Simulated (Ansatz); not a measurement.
Caution: the restricted solution is unstable towards spin-unrestricted or complex orbitals, so a lower solution exists and this singlet may not be the ground state.

**C24 fullerene with 24 fused pentagon pairs (ring spiral 1 2 3 4 5 7 8 10 11 12 13 14) `c12c3c4c5c6c7c8c9c%10c%11c(c1c1c3c5c7c9c%111)c1c2c4c6c8c%101` (charge 0, multiplicity 1)**

Calculation: PBE-D3(BJ)/def2-SVP // GFN2-xTB run with Ansatz (a program for electronic structure).

```yaml
HOMO: -5.28 eV
dipole_moment: 0.000 e·Å
LUMO: -4.88 eV
HOMO–LUMO gap: 0.40 eV
vertical electron affinity (Delta-SCF): 2.69 eV
fall_of_the_energy_when_the_singlet_is_solved_spin_unrestricted: 0.015 eV
"<S²> of the broken-symmetry singlet": 0.390
total_energy: -912.2530 Ha
cost: very roughly 30 core-minutes
```

```xyz
24

C      2.2845     0.0693     0.3874
C      1.9922    -1.1203    -0.3877
C      1.2031    -1.9448     0.3808
C      0.0248    -2.2846    -0.3924
C     -1.0823    -2.0156     0.3791
C     -1.9675    -1.1637    -0.3904
C     -2.2851    -0.0716     0.3841
C     -1.9919     1.1226    -0.3837
C     -1.2036     1.9425     0.3906
C     -0.0243     2.2868    -0.3791
C      1.0818     2.0133     0.3923
C      1.9680     1.1660    -0.3810
C      1.2253     0.7187    -1.6193
C      1.2315    -0.6983    -1.6234
C      0.0073    -1.4123    -1.6262
C     -1.2231    -0.7092    -1.6250
C     -1.2294     0.7078    -1.6209
C     -0.0052     1.4217    -1.6179
C      0.6615     1.2480     1.6262
C      1.4150     0.0479     1.6232
C      0.7525    -1.2049     1.6191
C     -0.6635    -1.2575     1.6180
C     -1.4171    -0.0574     1.6210
C     -0.7546     1.1954     1.6252
```
Charge 0, spin multiplicity 1.
